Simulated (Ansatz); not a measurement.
## [SiH3···H···O], triplet: reading a ladder of total energies

Geometry: a point of a hydrogen-transfer path between rigid fragments, not a stationary point.

```xyz
6

Si   -0.9513    0.0000    0.0000
H    -1.4462    1.3997    0.0000
H    -1.4462   -0.6999    1.2122
H    -1.4462   -0.6999   -1.2122
H     0.8967    0.0000    0.0000
O     1.8867    0.0000    0.0000
```

Basis cc-pVDZ; Ansatz 0.2.0. Correlated methods freeze the noble-gas cores, which leaves 14 electrons in 46 orbitals. Prefix R: restricted or restricted open-shell reference; prefix U: unrestricted.

Full CI isn't at hand for all of this; UCCSDT(Q) serves as the reference, and is uncertain by about the last step of the cluster series.

Runs differ by some tens of microhartree through their thresholds and, for an open shell, their frozen cores, so steps under 0.03 kcal/mol mean nothing.

```
    level  total energy (hartree)
      UHF             -365.995106
     UMP2             -366.246104
    UCCSD             -366.287427
 UCCSD(T)             -366.292341
   UCCSDT             -366.293260
UCCSDT(Q)             -366.293610
```

Q: What is the correlation energy at UCCSDT(Q), and what share of it do UMP2 and UCCSDT recover?

A: E(corr) = -366.293610 − (-365.995106) = -0.298504 hartree = -8.123 eV. UMP2: -0.250998 / -0.298504 = 84.09 %. UCCSDT: -0.298154 / -0.298504 = 99.88 %.

Q: By how many kcal/mol does UCCSD(T) miss UCCSDT(Q) (1 hartree = 627.509 kcal/mol), and which steps make up the rest?

A: -366.292341 − (-366.293610) = 0.001269 hartree = 0.80 kcal/mol. Steps: UCCSDT − UCCSD(T) = -0.58, UCCSDT(Q) − UCCSDT = -0.22 kcal/mol. That is within 1 kcal/mol of the reference in this basis, which itself misses far more of the correlation at the basis-set limit.
